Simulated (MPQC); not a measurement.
# BHCl2 (SMILES ClBCl) at 6 levels

We compute a comparison of 6 runs (HF/STO-3G, HF/3-21G, HF/def2-SVP, PBE/3-21G, PBE0/def2-SVP, MP2/6-311+G**) of BHCl2. 

Program for the calculation: MPQC 2.3.1.

## (1) Starting point

BHCl2 has 4 atoms, charge 0, and is taken as a singlet. SMILES: `ClBCl`. Geometry: relaxed at GFN2-xTB.

Bond lengths: Cl1–B2 1.701 Å, B2–Cl3 1.701 Å, B2–H4 1.174 Å. Angles: Cl1–B2–Cl3 120.2°, Cl1–B2–H4 119.9°, Cl3–B2–H4 119.8°.

## (2) Energy and forces at HF/STO-3G (run 1)

Input file job.in:

```
molecule<Molecule>: (
  symmetry = c1
  unit = bohr
  { atoms geometry } = {
    Cl [ -2.82920347    -1.26441575    -0.03034900 ]
    B  [ 0.01919962     0.22230738    -0.10429398 ]
    Cl [ 2.58661932    -1.13122785     1.27520609 ]
    H  [ 0.22338453     2.17333622    -1.14056310 ]
  }
)
basis<GaussianBasisSet>: (
  name = "STO-3G"
  molecule = $:molecule
  basisdir = "."
  puream = yes
)
mpqc: (
  checkpoint = no
  savestate = no
  restart = no
  do_energy = yes
  do_gradient = yes
  optimize = no
  mole<CLHF>: (
    molecule = $:molecule
    basis = $:basis
    total_charge = 0
    memory = 1000000000
    print_evals = yes
    print_npa = yes
    maxiter = 120
    value_accuracy = 1e-08
    guess_wavefunction<CLHF>: (
      molecule = $:molecule
      total_charge = 0
      memory = 1000000000
      value_accuracy = 1e-3
      basis<GaussianBasisSet>: (
        name = "STO-3G"
        molecule = $:molecule
      )
    )
  )
)
```

The basis set STO-3G is read from a file made from the Basis Set Exchange's data (not shown).

Started as:

```bash
mpqc job.in > job.out
```

The program printed:

```text
MPQC: Massively Parallel Quantum Chemistry
[...]
  LUMO is    21   A =   0.186331
  total scf energy = -934.1778050444
[...]
Value of the MolecularEnergy: -934.1778050444
  Gradient of the MolecularEnergy:
      1    0.0450415464
      2    0.0195015776
      3    0.0004197421
      4   -0.0047981263
      5   -0.0438663309
      6    0.0244202398
      7   -0.0412763000
      8    0.0175578131
      9   -0.0204858443
     10    0.0010328798
     11    0.0068069402
     12   -0.0043541376
[...]
      symmetry = c1
[...]
```

Wall time 0.34 s (1 thread of Arm Neoverse N1, shared host).

## (3) Energy and gradient at HF/3-21G (run 2)

Input file job.in:

```
% emacs should use -*- KeyVal -*- mode
molecule<Molecule>: (
   symmetry = c1
   unit = angstrom
   { atoms geometry } = {
      Cl [ -1.497150      -0.669100      -0.016060 ]
      B  [ 0.010160       0.117640      -0.055190 ]
      Cl [ 1.368780      -0.598620       0.674810 ]
      H  [ 0.118210       1.150080      -0.603560 ]
   }
)
basis<GaussianBasisSet>: (
   name = "3-21G"
   molecule = $:molecule
   basisdir = "."
   puream = yes
)
mpqc: (
   checkpoint = no
   savestate = no
   restart = no
   do_energy = yes
   do_gradient = yes
   optimize = no
   mole<CLHF>: (
      molecule = $:molecule
      basis = $:basis
      total_charge = 0
      memory = 1000000000
      print_evals = yes
      print_npa = yes
      maxiter = 120
      value_accuracy = 1e-08
      guess_wavefunction<CLHF>: (
         molecule = $:molecule
         total_charge = 0
         memory = 1000000000
         value_accuracy = 1e-3
         basis<GaussianBasisSet>: (
            name = "STO-2G"
            molecule = $:molecule
         )
      )
   )
)
```

The basis set 3-21G is read from a file made from the Basis Set Exchange's data (not shown).

Started as:

```bash
mpqc -o job.out job.in
```

The program printed:

```text
MPQC: Massively Parallel Quantum Chemistry
[...]
  LUMO is    21   A =   0.067439
  total scf energy = -939.7697351633
[...]
Value of the MolecularEnergy: -939.7697351633
  Gradient of the MolecularEnergy:
      1    0.0419980692
      2    0.0168587802
      3    0.0011015831
      4   -0.0036928596
      5   -0.0331934195
      6    0.0187288268
      7   -0.0387346438
      8    0.0150270130
      9   -0.0184438229
     10    0.0004294343
     11    0.0013076263
     12   -0.0013865869
[...]
      symmetry = c1
[...]
```

Wall time 0.84 s (1 thread of Arm Neoverse N1, shared host).

## (4) Energy and gradient at HF/def2-SVP (run 3)

Input file run.in:

```
molecule<Molecule>: (
  symmetry = c1
  unit = angstrom
  { atoms geometry } = {
    Cl [ -1.497150    -0.669100    -0.016060 ]
    B  [ 0.010160     0.117640    -0.055190 ]
    Cl [ 1.368780    -0.598620     0.674810 ]
    H  [ 0.118210     1.150080    -0.603560 ]
  }
)
basis<GaussianBasisSet>: (
  name = "def2-SVP"
  molecule = $:molecule
  basisdir = "."
  puream = yes
)
mpqc: (
  checkpoint = no
  savestate = no
  restart = no
  do_energy = yes
  do_gradient = yes
  optimize = no
  mole<CLHF>: (
    molecule = $:molecule
    basis = $:basis
    total_charge = 0
    memory = 1000000000
    print_evals = yes
    print_npa = yes
    maxiter = 120
    value_accuracy = 1e-08
    guess_wavefunction<CLHF>: (
      molecule = $:molecule
      total_charge = 0
      memory = 1000000000
      value_accuracy = 1e-3
      basis<GaussianBasisSet>: (
        name = "STO-3G"
        molecule = $:molecule
      )
    )
  )
)
```

The basis set def2-SVP is read from a file made from the Basis Set Exchange's data (not shown).

Started as:

```bash
mpqc run.in > run.out
```

The program printed:

```text
MPQC: Massively Parallel Quantum Chemistry
[...]
  LUMO is    21   A =   0.090916
  total scf energy = -944.0325405401
[...]
Value of the MolecularEnergy: -944.0325405401
  Gradient of the MolecularEnergy:
      1    0.0278215054
      2    0.0121172658
      3    0.0000363167
      4   -0.0019318325
      5   -0.0157806328
      6    0.0096701579
      7   -0.0254175922
      8    0.0109538603
      9   -0.0128771575
     10   -0.0004720808
     11   -0.0072904933
     12    0.0031706829
[...]
      symmetry = c1
[...]
```

It took 3.3 s on 1 thread of Arm Neoverse N1, shared host; peak memory 0.13 GiB.

Runs 4 to 5 aren't shown in full; the table further down has their settings and results.

## (5) Energy and forces at MP2/6-311+G(d,p) (run 6)

Input file mol.in:

```
% BCl2H
molecule<Molecule>: (
   symmetry = c1
   unit = bohr
   { atoms geometry } = {
      Cl [ -2.82920347 -1.26441575 -0.03034900 ]
      B  [ 0.01919962 0.22230738 -0.10429398 ]
      Cl [ 2.58661932 -1.13122785 1.27520609 ]
      H  [ 0.22338453 2.17333622 -1.14056310 ]
   }
)
basis<GaussianBasisSet>: (
   name = "6-311+G**"
   molecule = $:molecule
   basisdir = "."
   puream = yes
)
mpqc: (
   checkpoint = no
   savestate = no
   restart = no
   do_energy = yes
   do_gradient = yes
   optimize = no
   mole<MBPT2>: (
      molecule = $:molecule
      basis = $:basis
      memory = 1000000000
      method = mp
      nfzc = 11
      reference<CLHF>: (
         molecule = $:molecule
         basis = $:basis
         total_charge = 0
         memory = 1000000000
         print_evals = yes
         maxiter = 120
         value_accuracy = 1e-08
         guess_wavefunction<ExtendedHuckelWfn>: (
            molecule = $:molecule
            total_charge = 0
            multiplicity = 1
            basis<GaussianBasisSet>: (
               name = "STO-3G"
               molecule = $:molecule
            )
         )
      )
   )
)
```

The basis set 6-311+G** is read from a file made from the Basis Set Exchange's data (not shown).

Started as:

```bash
mpqc mol.in > mol.out
```

The program printed:

```text
MPQC: Massively Parallel Quantum Chemistry
[...]
  CLSCF::init: total charge = 0
[...]
  nbasis = 88
[...]
  iter     1 energy = -941.6408967546 delta = 1.37832e-01
[...]
  LUMO is    21   A =   0.052603
  total scf energy = -944.3631009469
[...]
  MP2 correlation energy [au]:         -0.366201954024
  MP2 energy [au]:                   -944.729302900878
[...]
Value of the MolecularEnergy: -944.7293029009
  Gradient of the MolecularEnergy:
      1    0.0206833115
      2    0.0084914996
      3    0.0002185338
      4   -0.0014964936
      5   -0.0116993871
      6    0.0074740122
      7   -0.0189857224
      8    0.0076536440
      9   -0.0094192145
     10   -0.0002010956
     11   -0.0044457564
     12    0.0017266686
[...]
        symmetry = c1
[...]
```

Run time: 59 s. Hardware: 1 thread of Arm Neoverse N1, shared host; peak memory 0.5 GiB.

## (6) All runs side by side

```csv
run,level,starting guess,integration grid,energy (Eh),HOMO energy (eV),LUMO energy (eV),HOMO–LUMO gap (eV),wall time
1,HF/STO-3G,STO-3G,–,-934.177805,-11.34,5.07,16.41,0.34 s
2,HF/3-21G,STO-2G,–,-939.769735,-12.86,1.84,14.69,0.84 s
3,HF/def2-SVP,STO-3G,–,-944.032541,-12.49,2.47,14.96,3.3 s
4,PBE/3-21G,STO-3G,xfine,-940.897468,-7.96,-2.66,5.30,14 s
5,PBE0/def2-SVP,STO-2G,xfine,-945.276018,-9.09,-1.32,7.76,27 s
6,MP2/6-311+G**,huckel STO-3G,–,-944.729303,-12.65,1.43,14.09,59 s
```

## (7) What came out

| quantity | value |
| --- | --- |
| run 6: total energy | -944.72930 Eh |
| run 6: HOMO energy (Hartree–Fock orbitals) | -12.65 eV |
| run 6: LUMO energy (Hartree–Fock orbitals) | 1.43 eV |
| run 6: HOMO–LUMO gap (Hartree–Fock orbitals) | 14.09 eV |
| run 6: correlation energy (11 core orbitals frozen) | -366.2 mEh |
| run 6: largest force on an atom | 1.159 eV/Å |

What this shows: Over runs 1, 2, 3, 4, 5 the HOMO–LUMO gap runs from 5.30 eV (PBE/3-21G) to 16.41 eV (HF/STO-3G). The two ends differ in method and basis. Totals of different functionals can't be ranked against each other. In run 1 the basis is minimal, so the values are rough. All runs together took 1.7 min, the longest 59 s.
